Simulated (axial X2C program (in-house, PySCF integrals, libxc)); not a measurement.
# Nuclear properties of AlS⁻

Computed with an in-house all-electron X2C program for linear molecules (integrals from PySCF): two-component X2C with atomic mean-field Coulomb and Gaunt terms, Gaussian nuclei, basis S dyall-av3z, Al dyall-av3z with contracted cores.

R = 2.105 Å (near the PBE0 minimum at charge -1 of the determinant lowest at the starting distance; the state shown can have its own minimum elsewhere).

Input and command:
```json
{"zs": [16, 13], "q": -1, "bas": ["dyall-av3z", "dyall-av3z"], "r0": 2.07, "levels": ["PBE0", "HF", "B3LYP", "LDA", "BP86"], "nst": 3}
```
```bash
python soeom.py task.json out
```

Keys: zs atomic numbers; q charge; bas basis sets; r0 starting distance in Å; levels methods; nst determinants followed.

Determinant lowest in the PBE0 search, Ω = 0 (closed shell), highest spinor 34% Al p, 30% Al s, 27% S p:

```tsv
level	qzz S (a.u.)	qzz Al (a.u.)
PBE0	-0.29	-1.13
HF	-0.29	-1.27
B3LYP	-0.31	-1.14
LDA	-0.33	-1.07
BP86	-0.32	-1.07
```

Determinant 2.21 eV from it at PBE0 and this distance, Ω = 2 (⟨Sz⟩ = 1.00, ⟨Lz⟩ = 1.00 at PBE0), spin on the atoms S 0.17, Al 0.83:

| level | Eeff magnitude (GV/cm) | Ws magnitude S (kHz) | Ws magnitude Al (kHz) | A∥/gI S (MHz) | qzz S (a.u.) | A∥/gI Al (MHz) | qzz Al (a.u.) |
| --- | --- | --- | --- | --- | --- | --- | --- |
| PBE0 | 0.186 | 0.00953 | 0.0261 | 53.1 | 1.42 | 176 | -0.35 |
| HF | 0.243 | 0.0154 | 0.0309 | 53.7 | 1.12 | 218 | -0.59 |
| B3LYP | 0.18 | 0.00786 | 0.0266 | 54 | 1.56 | 178 | -0.35 |
| LDA | 0.16 | 0.00625 | 0.0244 | 58.9 | 1.46 | 193 | -0.31 |
| BP86 | 0.168 | 0.00709 | 0.025 | 55.6 | 1.43 | 181 | -0.32 |

Eeff is the effective electric field on the electron electric dipole moment in this Ω state and Ws the scalar–pseudoscalar constant of the nucleus named (defined with the proton number Z and per Ω); A∥ (defined per Ω) follows by multiplying with gI = μI/(I μN); qzz is the electric field gradient, eQq0 = 234.96 MHz × Q/barn × qzz. The operators were transformed with the bare-nucleus X2C matrices; with these basis sets, hyperfine constants and field gradients can be off by tens of per cent, and where levels differ in sign neither size nor sign is settled.

(1) With Q(33S) = -0.0694 barn, Q(27Al) = 0.1466 barn (Q from Pyykkö, Mol. Phys. 2018), turn the PBE0 values of the first state into constants in MHz.

Each state is one determinant with collinear spin, which with several unpaired electrons need not be a pure state. Unrestricted Hartree–Fock can overshoot spin polarisation at the nuclei. For an anion, determinants above electron detachment, or with a positive highest level, are held by the basis set. With several open shells hyperfine constants can be off by a factor of several. Open-shell Ω = 0 determinants with evenly filled partner blocks cannot be reached by this program, so the Ω shown need not be the lowest component. The search compared states at one distance, so a state with another bond length can lie lower. PBE0 term energies can be off by some tenths of an eV.

Results:

(1) eQq0(33S) = 234.96 × (-0.0694) × (-0.29) = 4.73 MHz; eQq0(27Al) = 234.96 × (0.1466) × (-1.13) = -38.9 MHz.
